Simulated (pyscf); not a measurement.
Single points on ωB97X-D3(BJ)/def2-SVP structures (PySCF, gas phase). Correlated levels are frozen-core, on RHF or UHF. ΔMP2 is the change of the MP2 total energy from the triple- to the quadruple-zeta basis.

How much does it cost (ΔH, 298 K, CCSD(T)/def2-TZVPP + ΔMP2(QZVPP)) to split H₂N–CH₂–SnH₃ at its C–Sn bond into •H₂C–NH₂ + SnH₃•?

C–Sn to •H₂C–NH₂ + SnH₃•: 56.8 kcal/mol. H₂N–CH₂–SnH₃ lies 21.0 kcal/mol over its isomer H₃C–SnH₂–NH₂ (electronic energy, ωB97M-D3(BJ)/def2-TZVP). Other isomers of •H₂C–NH₂ were not searched in full and may lie lower. The CCSD(T) − MP2 part came from Ansatz, without density fitting, on the same reference. The frozen core leaves the outer d or s,p core shells of the metals and heavy elements correlated in the MP2 and CC values, and def2-TZVPP describes them poorly, which can shift differences by a few kcal/mol. Elements past Kr carry the def2 core potentials, without spin-orbit coupling.
